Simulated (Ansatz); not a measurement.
Start from `COC=O` and change one atom or group to get `C#COC=O`.

Ansatz, PBE0-D4/def2-TZVP geometries, multiplicity 1. Each molecule was computed in one conformer, which needn't be the lowest.

```tsv
property	`COC=O`
HOMO–LUMO gap (ωB97M-V/def2-TZVPP) / eV	13.19
LUMO energy (PBE0/def2-TZVPP) / eV	0.07
HOMO–LUMO gap (PBE/def2-TZVPP) / eV	5.55
size of the dipole moment (ωB97M-V/def2-TZVPP) / D	1.90
HOMO energy (ωB97M-V/def2-TZVPP) / eV	-10.80
size of the dipole moment (PBE/def2-TZVPP) / D	1.89
```

What does the change do to each property? (An estimate is asked.)

Ansatz gave: 
```json
{"property": "HOMO–LUMO gap (ωB97M-V/def2-TZVPP) / eV", "`C#COC=O`": "11.47", "shift": "-1.72"}
{"property": "LUMO energy (PBE0/def2-TZVPP) / eV", "`C#COC=O`": "-1.00", "shift": "-1.07"}
{"property": "HOMO–LUMO gap (PBE/def2-TZVPP) / eV", "`C#COC=O`": "4.58", "shift": "-0.97"}
{"property": "size of the dipole moment (ωB97M-V/def2-TZVPP) / D", "`C#COC=O`": "1.45", "shift": "-0.45"}
{"property": "HOMO energy (ωB97M-V/def2-TZVPP) / eV", "`C#COC=O`": "-10.16", "shift": "0.64"}
{"property": "size of the dipole moment (PBE/def2-TZVPP) / D", "`C#COC=O`": "1.36", "shift": "-0.53"}
```

With PBE0 the HOMO rises by 0.42 eV and the LUMO falls by 1.07 eV, so the gap narrows by about 1.49 eV. PBE moves the HOMO by -0.06 eV and ωB97M-V by 0.64 eV. Dipoles are sizes alone; their direction can turn.
